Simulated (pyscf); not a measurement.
O=V(F)(F)–F + water (H₂O) → O=V(OH)(F)–F + hydrogen fluoride (HF), a four-centre exchange (singlet surface; F–V, H–O broken, O–V, F–H formed). Optimised with ωB97X-D3(BJ)/def2-SVP in PySCF. Energies in kcal/mol from the separated reactants.

Small-basis levels: PySCF, no dispersion term, spherical d functions. AM1 to PM7: differences of heats of formation from MOPAC, which are fitted to 298 K values and so differ in kind from electronic energies by zero-point and thermal terms. GFN2-xTB: tblite. Cost: rough CPU time at the saddle relative to B3LYP/6-31G*+LANL2DZ, from one job on a shared machine.

```csv
level,barrier,reaction energy,cost
HF/STO-3G,-1.9,+13.0,0.05
HF/3-21G,-8.3,+2.1,0.10
HF/6-31G*+LANL2DZ,19.6,+9.5,0.1
SVWN5/6-31G*+LANL2DZ,-9.7,+9.2,1
B3LYP/STO-3G,-20.6,+21.2,0.5
B3LYP/3-21G,-19.3,+6.9,0.7
B3LYP/LANL2DZ,1.7,-0.1,0.9
B3LYP/6-31G*+LANL2DZ,7.9,+10.5,1
M06-2X/6-31G*+LANL2DZ,1.6,+6.9,3
B3LYP/6-311+G**+LANL2DZ,11.5,+0.6,2
GFN2-xTB,17.0,+23.8,under 0.02
PM6,22.1,+2.2,under 0.02
ωB97M-D3(BJ)/def2-TZVP,9.7,+3.7,–
```

Against the last row the barrier runs from -30.3 (B3LYP/STO-3G) to +12.4 kcal/mol (PM6). At HF/STO-3G, HF/3-21G, SVWN5/6-31G*+LANL2DZ, B3LYP/STO-3G, B3LYP/3-21G, B3LYP/6-31G*+LANL2DZ, M06-2X/6-31G*+LANL2DZ, GFN2-xTB this geometry lies under one side, so the entry may be no barrier of that level: it is a single point on another level's saddle. ωB97M-D3(BJ)/def2-TZVP has limits of its own. On the reactant side the descent ends in an adduct with a O–V contact, 11.2 kcal/mol under the separated species and 20.3 kcal/mol under the saddle at ωB97X-D3(BJ)/def2-TZVP. On the product side the descent ends in a complex (not fully relaxed), 4.8 kcal/mol under the separated species and 10.3 kcal/mol under the saddle at ωB97X-D3(BJ)/def2-TZVP. What is counted as formed (O–V) is already present as a longer contact in the reactant adduct; forming that adduct is a step of its own. One saddle was located; it need not be the lowest between these sides.
